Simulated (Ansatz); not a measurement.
A structure relaxed at PBE0-D4/def2-TZVP, charge 0, multiplicity 1:

Cartesian coordinates in Å:
```
C 0.092 0.549 -0.940
N 0.364 -0.617 -0.138
C -0.081 -0.638 1.024
Cl 0.186 -1.985 2.073
H -0.499 1.318 -0.424
H 1.042 0.986 -1.260
H -0.437 0.240 -1.844
H -0.666 0.148 1.509
```

Q: Give its formula and SMILES.

A: C2H4ClN, `C/N=C/Cl`.

Q: Point group (tolerance 0.08 Å, 0.16 Å for H)?

A: Cs.

Q: Summarise the bond lengths by kind.

A: 2 × C–N 1.244 to 1.441 Å; 4 × C–H 1.093 to 1.098 Å; 1 × C–Cl 1.728 Å.

All numbers were calculated with Ansatz.
